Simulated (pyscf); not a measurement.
## Hydrogen shift: hydrogen cyanide (HC≡N) -> hydrogen isocyanide (C⁻≡NH⁺)

Gas phase, singlet surface, charge 0. Bonds broken: C1–H3. Bonds formed: N2–H3. PySCF, gas phase, ωB97X-D3(BJ)/def2-SVP geometries. MP2 and CC: frozen core, UHF for open shells. ΔMP2 is the change of the MP2 total energy from the triple- to the quadruple-zeta basis.

Transition state (Å):

```xyz
3

C      1.1675     1.5384     0.2444
N      1.6353     2.1336    -0.6684
H      1.6120     0.7183    -0.4792
```

One imaginary mode, 1125i cm⁻¹; descent along it reached the two sides named.

```csv
bond,change,reactant side (Å),saddle,product side
C1–H3,breaks,1.081,1.181,2.177
N2–H3,forms,2.234,1.428,1.005
```

Electronic energies relative to the reactant's lowest minimum found (kcal/mol):

```csv
level,barrier,reaction energy,reverse barrier
ωB97X-D3(BJ)/def2-TZVP,46.4,+13.2,33.1
PBE/def2-TZVP,45.7,+15.2,30.5
r²SCAN/def2-TZVP,46.4,+14.7,31.7
B3LYP-D3(BJ)/def2-TZVP,47.4,+14.1,33.3
PBE0-D3(BJ)/def2-TZVP,46.6,+14.0,32.6
M06-2X/def2-TZVP,46.3,+12.9,33.4
ωB97M-D3(BJ)/def2-TZVP,44.7,+12.5,32.3
HF/def2-TZVP,47.9,+10.3,37.6
MP2/def2-QZVPP,52.2,+17.5,34.7
CCSD/def2-TZVPP,48.1,+14.5,33.6
CCSD(T)/def2-TZVPP,47.5,+14.8,32.7
CCSD(T)/def2-TZVPP + ΔMP2(QZVPP),47.5,+14.7,32.9
```

With CCSD(T)/def2-TZVPP + ΔMP2(QZVPP) energies and thermal terms (ideal gas, 1 atm, RRHO with modes under 100 cm⁻¹ raised to 100, one conformer, R ln 2 for rigid chiral ones), in kcal/mol:

| T (K) | ΔH‡ | ΔG‡ | ΔH | ΔG |
|---|---|---|---|---|
| 298 | 44.3 | 43.0 | +14.6 | +14.4 |
| 600 | 43.9 | 41.9 | +14.8 | +14.2 |
| 900 | 43.3 | 41.1 | +14.9 | +13.9 |
| 1200 | 42.6 | 40.5 | +14.9 | +13.5 |

The CCSD(T) − MP2 part came from Ansatz, without density fitting, on the same reference.
